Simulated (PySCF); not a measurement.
# Electronic absorption of C4H9OP

Species: C4H9OP.
Structure used (GFN2-xTB), in Å, numbered top down from 1:
```xyz
15
C4H9OP angstrom
C     -1.3257   -1.5960   -0.0113
C     -0.7891   -0.3897    0.0919
C     -1.4311    0.8883   -0.3355
P      0.8699   -0.2885    0.8229
C      1.9263    0.6021   -0.3743
O      1.4382   -1.5556    1.2824
H     -0.7737   -2.4586    0.3255
H     -2.3081   -1.7658   -0.4229
H     -1.0393    1.2013   -1.3035
H     -1.2177    1.6769    0.3849
H     -2.5085    0.7687   -0.4252
H      0.6974    0.6562    1.8397
H      2.9076    0.7244    0.0815
H      2.0294   -0.0260   -1.2589
H      1.5198    1.5705   -0.6473
```

Method used: TDDFT PBE0/def2-SVPD, vertical, gas phase, core orbitals frozen in the response in PySCF.

Task: Predict the UV-vis stick spectrum at this level.

Result: 

| state | λ (nm) | E (eV) | f | main configurations (H = HOMO, L = LUMO) |
| --- | --- | --- | --- | --- |
| S1 | 210.5 | 5.89 | 0.0015 | H-1→L (52%), H→L (47%) |
| S2 | 204.2 | 6.07 | 0.015 | H→L (52%), H-1→L (45%) |
| S3 | 175.3 | 7.07 | 0.337 | H-2→L (88%) |
| S4 | 171.2 | 7.24 | 0.0052 | H→L+1 (67%), H→L+2 (28%) |
| S5 | 169.6 | 7.31 | 0.0018 | H-1→L+1 (61%), H-1→L+2 (32%) |
| S6 | 167.2 | 7.42 | 0.021 | H-2→L+1 (81%) |
| S7 | 165.0 | 7.51 | 0.015 | H→L+2 (54%), H→L+1 (23%), H-1→L+2 (8%) |
| S8 | 164.2 | 7.55 | 0.011 | H-1→L+2 (50%), H-1→L+1 (32%) |

Triplets, Tamm–Dancoff:

```json
{"state": "T1", "E (eV)": "4.25", "λ (nm)": "291.9", "main configurations (H = HOMO, L = LUMO)": "H-2→L (92%)"}
{"state": "T2", "E (eV)": "5.62", "λ (nm)": "220.5", "main configurations (H = HOMO, L = LUMO)": "H-1→L (57%), H→L (39%)"}
{"state": "T3", "E (eV)": "5.91", "λ (nm)": "209.8", "main configurations (H = HOMO, L = LUMO)": "H→L (58%), H-1→L (37%)"}
```

The lowest singlet lies at 5.89 eV (210 nm, ultraviolet) and is very weak; its leading configuration is HOMO-1→LUMO (52%). The strongest level in the table is S3 at 7.07 eV (175 nm, f = 0.337). Löwdin shares by element: HOMO oxygen 62%, phosphorus 14%, carbon 12% or more; LUMO carbon 63% or more, phosphorus 8%, hydrogen 6% or more (atoms not listed hold the other 23%). Weighted by f, the mean energy of these states is 7.08 eV. The listed states span 1.66 eV, and the widest gap between neighbours is 1.00 eV (S2 to S3). Of the 8 states listed, 5 reach f = 0.01 and none stays under 0.0005. Singlets were solved by full linear response, triplets in the Tamm–Dancoff approximation.

One conformer stands for the species.
